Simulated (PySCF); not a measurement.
# C₃H₃+: fields and orbitals

For C₃H₃+, the scripts below compute its lowest excited states, analyse its density (charges, bond critical points, surface potential) and see where an electron leaves and enters.

Program: PySCF 2.14.0. Level of theory: levels as typed in each script, gas phase, geometry from GFN2-xTB. These are calculated values, not measurements.

### 1 The system as given

SMILES `[CH+]1C=C1`, 6 atoms, charge 1, spin multiplicity 1.

Bond lengths: C1–C2 1.378 Å, C1–C3 1.378 Å, C1–H4 1.073 Å, C2–C3 1.378 Å, C2–H5 1.073 Å, C3–H6 1.073 Å. Angles: C2–C1–C3 60.0°, C2–C1–H4 150.0°, C3–C1–H4 150.0°, C1–C2–C3 60.0°, C1–C2–H5 150.0°, C3–C2–H5 150.0°, C1–C3–C2 60.0°, C1–C3–H6 150.0°, C2–C3–H6 150.0°.

As a file:

```xyz
6
charge 1, multiplicity 1
C     0.7596    0.2362    0.0000
C    -0.1752   -0.7759    0.0000
C    -0.5843    0.5397    0.0000
H     1.7844    0.5549    0.0000
H    -0.4116   -1.8228    0.0000
H    -1.3728    1.2679    0.0000
```

### 2 Excited states (BHandHLYP/def2-svp)

input.py reads:

```python
import numpy as np
from pyscf import gto, scf, dft, tdscf
from pyscf.scf import atom_ks, atom_hf
from scipy.linalg import block_diag

def solve(mol, dm0=None, hcore=None):
    mf = (dft.UKS if mol.spin else dft.RKS)(mol, xc='bhandhlyp')
    mf.grids.level = 3
    mf = mf.density_fit(auxbasis='def2-universal-jkfit')
    mf.conv_tol, mf.max_cycle = 1e-8, 80
    if hcore is not None:
        mf.get_hcore = lambda *args: hcore
    mf.kernel(dm0)
    if not mf.converged:
        mf = mf.newton().run(mf.mo_coeff, mf.mo_occ, max_cycle=30)
    assert mf.converged, 'SCF not converged'
    return mf

mol = gto.M(atom='''
C      0.75956     0.23620     0.00000
C     -0.17522    -0.77590     0.00000
C     -0.58433     0.53970     0.00000
H      1.78442     0.55491     0.00000
H     -0.41164    -1.82281     0.00000
H     -1.37278     1.26790     0.00000
''', basis='def2-svp', charge=1, spin=0, verbose=4)
mf = solve(mol)
td = mf.TDDFT()
td.nstates, td.singlet, td.conv_tol = 4, True, 1e-5
td.kernel()
td.analyze()
x, y = np.array([p[0] for p in td.xy]), np.array([p[1] + 0 * p[0] for p in td.xy])
f, mu = td.oscillator_strength(), td.transition_dipole()
nto = [td.get_nto(state=i + 1, verbose=4) for i in range(len(td.e))]
# spherically averaged free atoms, for the promolecule
atm = atom_ks.get_atm_nrks(mol, xc='bhandhlyp')
pro = block_diag(*[(atm[a[0]][2] * atm[a[0]][3]) @ atm[a[0]][2].T for a in mol._atom])
np.savez('result.npz', e=td.e, f=f, ok=td.converged, w=[n[0] for n in nto], nto=[n[1] for n in nto], x=x, y=y, c=mf.mo_coeff, occ=mf.mo_occ, eps=mf.mo_energy, pro=pro, mu=mu)
```

On the command line:

```bash
> OMP_NUM_THREADS=1 python input.py
```

### 4 Density, bond paths and surface potential (PBE/def2-svp)

input.py reads:

```python
import numpy as np
from pyscf import gto, scf, dft
from pyscf.scf import atom_ks, atom_hf
from scipy.linalg import block_diag

def solve(mol, dm0=None, hcore=None):
    mf = (dft.UKS if mol.spin else dft.RKS)(mol, xc='pbe')
    mf.grids.level = 3
    mf = mf.density_fit(auxbasis='def2-universal-jkfit')
    mf.conv_tol, mf.max_cycle = 1e-8, 80
    if hcore is not None:
        mf.get_hcore = lambda *args: hcore
    mf.kernel(dm0)
    if not mf.converged:
        mf = mf.newton().run(mf.mo_coeff, mf.mo_occ, max_cycle=30)
    assert mf.converged, 'SCF not converged'
    return mf

mol = gto.M(atom='''
C      0.75956     0.23620     0.00000
C     -0.17522    -0.77590     0.00000
C     -0.58433     0.53970     0.00000
H      1.78442     0.55491     0.00000
H     -0.41164    -1.82281     0.00000
H     -1.37278     1.26790     0.00000
''', basis='def2-svp', charge=1, spin=0, verbose=4)
mf = solve(mol)
mf.analyze()
# spherically averaged free atoms, for the promolecule
atm = atom_ks.get_atm_nrks(mol, xc='pbe')
pro = block_diag(*[(atm[a[0]][2] * atm[a[0]][3]) @ atm[a[0]][2].T for a in mol._atom])
np.savez('result.npz', e=mf.e_tot, c=mf.mo_coeff, occ=mf.mo_occ, eps=mf.mo_energy, pro=pro, dip=mf.dip_moment(verbose=0), s2=mf.spin_square()[0])
```

### 6 Removing and adding an electron (HF/aug-cc-pvdz)

input.py reads:

```python
import numpy as np
from pyscf import gto, scf, dft
from pyscf.scf import atom_ks, atom_hf
from scipy.linalg import block_diag

def solve(mol, dm0=None, hcore=None):
    mf = scf.UHF(mol) if mol.spin else scf.RHF(mol)
    mf = mf.density_fit(auxbasis='def2-universal-jkfit')
    mf.conv_tol, mf.max_cycle = 1e-8, 80
    if hcore is not None:
        mf.get_hcore = lambda *args: hcore
    mf.kernel(dm0)
    if not mf.converged:
        mf = mf.newton().run(mf.mo_coeff, mf.mo_occ, max_cycle=30)
    assert mf.converged, 'SCF not converged'
    return mf

mol = gto.M(atom='''
C      0.75956     0.23620     0.00000
C     -0.17522    -0.77590     0.00000
C     -0.58433     0.53970     0.00000
H      1.78442     0.55491     0.00000
H     -0.41164    -1.82281     0.00000
H     -1.37278     1.26790     0.00000
''', basis='aug-cc-pvdz', charge=1, spin=0, verbose=4)
mf = solve(mol)
out = dict(e0=mf.e_tot, dm0=mf.make_rdm1(), c=mf.mo_coeff, occ=mf.mo_occ, eps=mf.mo_energy)
for name, dq, spin in [('cation', 1, 1), ('anion', -1, 1)]:
    ion = mol.copy().set(charge=mol.charge + dq, spin=spin).build()
    mi = solve(ion)
    if spin and dq > 0 and mol.nao < 130:
        c, _, stable, _ = mi.stability(return_status=True)
        if not stable:
            mi = solve(ion, mi.make_rdm1(c, mi.mo_occ))
    print(name, 'vertical energy change / eV', (mi.e_tot - mf.e_tot) * 27.211386)
    out.update({'e_' + name: mi.e_tot, 'dm_' + name: mi.make_rdm1(), 's2_' + name: mi.spin_square()[0], 'eps_' + name: mi.mo_energy, 'occ_' + name: mi.mo_occ})
# spherically averaged free atoms, for the promolecule
atm = scf.atom_hf.get_atm_nrhf(mol)
pro = block_diag(*[(atm[a[0]][2] * atm[a[0]][3]) @ atm[a[0]][2].T for a in mol._atom])
np.savez('result.npz', pro=pro, **out)
```

(Steps that only read results are left out.)

What does the calculation give? Wanted: lowest singlet excitation; dipole moment; HOMO, LUMO; vertical ionisation energy.

The runs gave:

| quantity | value |
| --- | --- |
| lowest singlet excitation (BHandHLYP/def2-svp) | 7.27 eV |
| dipole moment (PBE/def2-svp) | 0.00 D |
| HOMO, LUMO (PBE/def2-svp) | -16.30, -9.29 eV |
| vertical ionisation energy (HF/aug-cc-pvdz) | 19.40 eV |

**Reading.** At PBE/def2-svp: The highest Hirshfeld charge is on C1, C2 and C3 (+0.17 e), the lowest on H4, H5 and H6 (+0.16 e). The ionisation energy from two SCF runs, 19.40 eV, lies 1.2 eV below −ε(HOMO) = 20.59 eV of the same level, HF/aug-cc-pvdz: with Hartree–Fock the relaxation of the ion lowers it. The geometry was not optimised at these levels.
